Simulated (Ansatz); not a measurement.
**AlO+ (quintet): from Hartree-Fock to the top rungs, 6-31G**

Aim: climb from Hartree-Fock through coupled cluster for AlO+ (quintet) at one geometry and basis, and see what each rung misses.

Computed with Ansatz 0.2.0, Gaussian basis. Level: 6-31G, core rule «outside noble gas», up to 6 orbitals frozen.

The runs, in order: UHF; CCSD(T) on ROHF; CCSD(T) on UHF; BCCD(T) on ROHF; CISD; CCSDT(Q) on ROHF; CCSDT(Q) on UHF; CISDTQ; CCSDTQ on ROHF; CCSDTQ on UHF; Full CI.

23 further runs of the same task are left out: 8 for a known fault of the program, 4 that didn't finish, 11 set aside as unsound or not needed.

**1. The geometry**

The geometry is a PBE0/def2-TZVP stationary point (not a proven minimum) of the parent state, kept for this charge and spin.

2 atoms, charge 1, spin multiplicity 5.

Atoms are counted from 1 here; the program's logs count them from 0.

Bond lengths: Al1–O2 1.784 Å.

**2. UHF**

The input, in.yaml:

```yaml
crystal:
  periodic: [false, false, false]
  atoms:
    - {symbol: Al, position_ang: [0.000000, 0.000000, 0.000000]}
    - {symbol: O, position_ang: [0.000000, 0.000000, 1.784100]}
basis:
  gaussian: {orbitals: 6-31G}
total_charge: 1
magnetization: {spin_polarized: true, initial_magnetization: 4}
hamiltonian: {xc: hf}
output: {orbitals: {seedname: orbitals}}
```

Started as:

```bash
$ ansatz run in.yaml --threads 1 --pin off --events-out ev --progress --plain --max-ram 2393MiB
```

After this run come: CCSD(T) on ROHF; CCSD(T) on UHF; BCCD(T) on ROHF; CISD; CCSDT(Q) on ROHF; CCSDT(Q) on UHF; CISDTQ; CCSDTQ on ROHF; CCSDTQ on UHF; Full CI.

Q: Predict the results of all the runs planned. Wanted: FCI below the RHF energy; RMP2 from FCI; UMP2 from FCI; RCCSD from FCI; RCCSD(T) from FCI; UCCSD(T) from FCI; RCCSDT(Q) from FCI; UCCSDT(Q) from FCI; T1 diagnostic.

**Answer**, as computed:

| quantity | value |
| --- | --- |
| FCI below the RHF energy | -1.8073 eV |
| RMP2 from FCI | +311.9 meV |
| UMP2 from FCI | +287.5 meV |
| RCCSD from FCI | +24.1 meV |
| RCCSD(T) from FCI | +4.8 meV |
| UCCSD(T) from FCI | +2.7 meV |
| RCCSDT(Q) from FCI | 0.0 meV |
| UCCSDT(Q) from FCI | -2.2 meV |
| levels within 1 kcal/mol (43 meV) | RCCSD, UCCSD, RCCSD(T), UCCSD(T), BCCD(T), RCCSDT, UCCSDT, CISDTQ, RCCSDT(Q), UCCSDT(Q), RCCSDTQ, UCCSDTQ |
| T1 diagnostic | 0.015 |
| effectively unpaired electrons | 4.00 |

In words: RCCSD(T) misses by +4.8 meV, 0.3 % of the correlation energy. UCCSDT(Q), UCCSDTQ fall below full CI: unrestricted runs freeze a spin-polarised core, another one than full CI's, and coupled cluster isn't variational. One determinant dominates. These misses are within one basis, not against nature; the frozen cores of restricted and unrestricted runs differ, which can shift their rows.
